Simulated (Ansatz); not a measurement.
# C4H8: the cost of one run

Method: the levels named in each step, in Ansatz 0.2.0.

**1. The system as given**

Bond lengths: C1–C2 1.316 Å, C3–C4 1.317 Å, C1–H5 1.078 Å, C1–H6 1.078 Å, C2–H7 1.078 Å, C2–H8 1.078 Å, C3–H9 1.078 Å, C3–H10 1.078 Å, C4–H11 1.078 Å, C4–H12 1.078 Å. Angles: C1–C2–H7 122.2°, C1–C2–H8 121.8°, H7–C2–H8 116.0°, C2–C1–H5 122.0°, C2–C1–H6 122.0°, H5–C1–H6 116.0°, C3–C4–H11 122.0°, C3–C4–H12 122.1°, H11–C4–H12 115.9°, C4–C3–H9 121.9°, C4–C3–H10 122.1°, H9–C3–H10 116.0°.

Coordinates:

```xyz
12

C     1.1494   -0.1341    1.3190
C     2.1520   -0.9867    1.2982
C    -1.8004    0.3284   -0.7109
C    -1.5010    0.7925   -1.9060
H     0.7991    0.3579    0.4264
H     0.6281    0.1118    2.2295
H     2.5015   -1.4846    2.1880
H     2.6716   -1.2308    0.3864
H    -2.0298    0.9831    0.1139
H    -1.8315   -0.7277   -0.4976
H    -1.2698    0.1391   -2.7315
H    -1.4695    1.8490   -2.1185
```

**2. A rough first relaxation, PBE-D4/def2-SVP**

This run stands in another session on the same molecule. It ended at:

```xyz
12

C     1.1833   -0.0202    1.4475
C     2.0304   -1.0320    1.2036
C    -1.8182    0.2636   -0.7466
C    -1.3964    0.7891   -1.9066
H     0.6144    0.4658    0.6370
H     1.0173    0.3618    2.4697
H     2.5974   -1.5217    2.0132
H     2.1978   -1.4152    0.1823
H    -2.3457    0.8710    0.0081
H    -1.6514   -0.7966   -0.4951
H    -0.8685    0.1820   -2.6606
H    -1.5607    1.8506   -2.1556
```

**3. Relaxation, r2SCAN-D4/def2-TZVPP**

Contents of input.yaml:

```yaml
crystal:
  periodic: [false, false, false]
  atoms:
    - { symbol: C, position_ang: [1.18325867, -0.02023662, 1.4475339] }
    - { symbol: C, position_ang: [2.03038363, -1.03196378, 1.20355373] }
    - { symbol: C, position_ang: [-1.81821922, 0.26360395, -0.74655476] }
    - { symbol: C, position_ang: [-1.3963951, 0.78909916, -1.90657877] }
    - { symbol: H, position_ang: [0.61436213, 0.46579464, 0.63701171] }
    - { symbol: H, position_ang: [1.01725666, 0.36178951, 2.46967108] }
    - { symbol: H, position_ang: [2.5974257, -1.52172742, 2.0131689] }
    - { symbol: H, position_ang: [2.19783807, -1.41523195, 0.18230847] }
    - { symbol: H, position_ang: [-2.34567806, 0.87097448, 0.00812688] }
    - { symbol: H, position_ang: [-1.65140142, -0.79664918, -0.49512043] }
    - { symbol: H, position_ang: [-0.86845799, 0.18195412, -2.66060413] }
    - { symbol: H, position_ang: [-1.56071307, 1.85062309, -2.1556166] }
basis:
  gaussian: { orbitals: def2-TZVPP }
hamiltonian:
  xc: r2scan
  dispersion: d4
relax:
  f_tol: 0.002
  max_steps: 150
```

Run with:

```bash
> ansatz run input.yaml --threads 4 --pin off --max-ram 10240MiB --backend cpu --events-out ev --progress --plain --runs-dir out
```

**Question.** How long does this run take on 4 threads of Intel Xeon 6975P-C (Granite Rapids), shared host, and how much memory does it need?

About 77 s, with a peak of 0.54 GiB.
